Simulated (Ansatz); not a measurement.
OH⁻ beside SiH$_{3}$F: one fragment in the basis of the whole pair (the partner's atoms are ghosts).

The input file, in.yaml:

```yaml
crystal:
  periodic: [false, false, false]
  atoms:
    - {symbol: O, position_ang: [-0.137845, 0.101398, -1.401696]}
    - {symbol: H, position_ang: [0.678156, 0.569543, -1.595987]}
basis:
  gaussian:
    orbitals: "def2-TZVPPD.json"
    ghost_atoms:
      - {symbol: Si, position_ang: [-0.164774, -0.126189, 0.290674]}
      - {symbol: F, position_ang: [1.393115, 0.711974, 0.362539]}
      - {symbol: H, position_ang: [-1.540264, -0.856385, 0.149086]}
      - {symbol: H, position_ang: [-0.723633, 0.920644, 1.238637]}
      - {symbol: H, position_ang: [0.495345, -1.320985, 0.956647]}
total_charge: -1
correlation: {method: ccsd_t}
```

The basis file named in the input lies beside it (Basis Set Exchange, JSON).

An equivalent command:

```bash
ansatz run in.yaml --threads 2 --pin off --events-out ev --progress --plain
```

What Ansatz 0.2.0 printed:

```
Functional definition: HF
  name "HF"
  cite "Fock, Z. Phys. 61, 126 (1930) doi:10.1007/BF01340294"
  parent pbe
  exchange = exact_x
  correlation = 0
1124 factors; integrals over basis functions are off by at most 1.0e-3 eV
mean field evaluation 1: about -2051.1913 eV, gradient 2.2e1 eV
mean field evaluation 2: about -2051.1927 eV, gradient 2.2e1 eV
mean field evaluation 4: about -2052.1517 eV, gradient 1.4e0 eV
mean field evaluation 8: about -2052.1586 eV, gradient 1.4e-4 eV
mean field evaluation 16: about -2052.1577 eV, gradient 4.8e-1 eV
mean field -2052.15863634 eV, -75.4154388825 hartree, gradient 2.0e-6 eV, S^2 0.000000; 0 other end points of the search recorded, 0 dependent functions left out
1 core orbitals not correlated: weight in the atoms' cores, before any rotation towards them, 1.000 or more for the frozen orbitals, at most 0.000 for the correlated occupied ones
reference -2052.15863634 eV, -75.4154388825 hartree; 4, 4 occupied and 191, 191 virtual orbitals, 1124 factors
second order -7.79428880 eV of doubles, -0.00000000 eV of singles
cycle   1  -7.37482602 eV  change    4.2e-1 eV  update   1.1e-1
cycle   2  -7.59616413 eV  change   -2.2e-1 eV  update   5.1e-2
cycle   3  -7.66458021 eV  change   -6.8e-2 eV  update   2.1e-2
cycle   4  -7.67465501 eV  change   -1.0e-2 eV  update   9.9e-3
cycle   5  -7.66681454 eV  change    7.8e-3 eV  update   4.6e-3
cycle   6  -7.66486373 eV  change    2.0e-3 eV  update   2.1e-3
cycle   7  -7.66551170 eV  change   -6.5e-4 eV  update   1.0e-3
cycle   8  -7.66545905 eV  change    5.3e-5 eV  update   4.3e-4
cycle   9  -7.66525919 eV  change    2.0e-4 eV  update   1.9e-4
cycle  10  -7.66530138 eV  change   -4.2e-5 eV  update   1.1e-4
cycle  11  -7.66536908 eV  change   -6.8e-5 eV  update   6.4e-5
cycle  12  -7.66530192 eV  change    6.7e-5 eV  update   3.7e-5
cycle  13  -7.66531149 eV  change   -9.6e-6 eV  update   1.8e-5
cycle  14  -7.66531340 eV  change   -1.9e-6 eV  update   7.9e-6
perturbative correction -0.32843187 eV, -0.0120696485 hartree
Total energy: -2060.15238161 eV, -75.7092036028 hartree
```

The lines “mean field evaluation” count trial sets of orbitals through the whole run, from several starts and some on an approximate energy, so they need not fall steadily or lie above the final value.

Hardware: 2 CPU threads, shared host. Wall time 15 s; peak host memory 2.2 GiB.
